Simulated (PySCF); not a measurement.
**MgH: one state, many levels of theory**

State: ²Σ⁺ (doublet), unpaired electrons σ ↑. Set-up: Mg x2c-SVPall, H x2c-SVPall; spin-free X2C with a Gaussian nucleus (PySCF 2.14). De refers to Mg + H in their ground configurations, without counterpoise correction. The functionals are run spin-unrestricted. A positive dipole means Mg(−)H(+).

```json
{"Level": "UHF", "Re (Å)": "1.735", "ωe (cm⁻¹)": "1525", "De (eV)": "1.15", "μ (D)": "-1.44"}
{"Level": "UHF-MP2", "Re (Å)": "1.728", "ωe (cm⁻¹)": "1543", "De (eV)": "1.26", "μ (D)": "n/a"}
{"Level": "UHF-SCS-MP2", "Re (Å)": "1.728", "ωe (cm⁻¹)": "1541", "De (eV)": "1.27", "μ (D)": "n/a"}
{"Level": "UHF-CCSD", "Re (Å)": "1.738", "ωe (cm⁻¹)": "1480", "De (eV)": "1.21", "μ (D)": "n/a"}
{"Level": "UHF-CCSD(T)", "Re (Å)": "1.739", "ωe (cm⁻¹)": "1477", "De (eV)": "1.22", "μ (D)": "n/a"}
{"Level": "PBE", "Re (Å)": "1.758", "ωe (cm⁻¹)": "1396", "De (eV)": "1.38", "μ (D)": "-1.17"}
{"Level": "r²SCAN", "Re (Å)": "1.747", "ωe (cm⁻¹)": "1444", "De (eV)": "1.61", "μ (D)": "-1.33"}
{"Level": "PBE0", "Re (Å)": "1.744", "ωe (cm⁻¹)": "1448", "De (eV)": "1.39", "μ (D)": "-1.26"}
{"Level": "B97-3", "Re (Å)": "1.746", "ωe (cm⁻¹)": "1436", "De (eV)": "1.34", "μ (D)": "-1.22"}
{"Level": "MN15", "Re (Å)": "1.741", "ωe (cm⁻¹)": "1469", "De (eV)": "1.34", "μ (D)": "-1.66"}
{"Level": "CAM-B3LYP", "Re (Å)": "1.732", "ωe (cm⁻¹)": "1473", "De (eV)": "1.44", "μ (D)": "-1.32"}
{"Level": "B2PLYP", "Re (Å)": "1.735", "ωe (cm⁻¹)": "1477", "De (eV)": "1.35", "μ (D)": "-1.38"}
```

(1) Which functional lies closest to UHF-CCSD(T) in De, which farthest, and by how much do they differ from it?

(2) What does a quarter of exact exchange do here, going from PBE to PBE0?

(3) What does the step from GGA to meta-GGA do here, going from PBE to r²SCAN?

Measured (Huber and Herzberg, Constants of Diatomic Molecules (1979)): Re = 1.7297 Å, ωe = 1495.2 cm⁻¹.

Correlated steps freeze 1 core orbital. Correlated levels converge slowly with the basis: in double zeta they bind strong bonds too weakly, by up to about 1 eV, and carry superposition errors of some tenths. B2PLYP dipoles, levels and charges come from its SCF part alone. The state is the lowest determinant that a PBE0 search found; another state may lie lower at other levels.

The whole job (state search and all levels along the bond) took about 0.37 min on 1 thread of Arm Neoverse V2 (shared host), peak memory 0.32 GiB.

Answers

(1) Closest is B97-3 (+0.7 pm in Re, -2.8 % in ωe, +0.12 eV in De against UHF-CCSD(T) in the same basis), farthest r²SCAN (+0.8 pm in Re, -2.2 % in ωe, +0.39 eV in De). CCSD(T) converges more slowly with the basis than the functionals do and binds too weakly in this one, so the order can change at the basis-set limit.

(2) PBE0 less PBE: -1.4 pm in Re, +3.7 % in ωe, +0.01 eV in De. Exact exchange removes part of the self-interaction that spreads semilocal densities, and in most molecules shortens and stiffens the bond and lowers De; so it does here.

(3) r²SCAN less PBE: -1.1 pm in Re, +3.4 % in ωe, +0.23 eV in De.
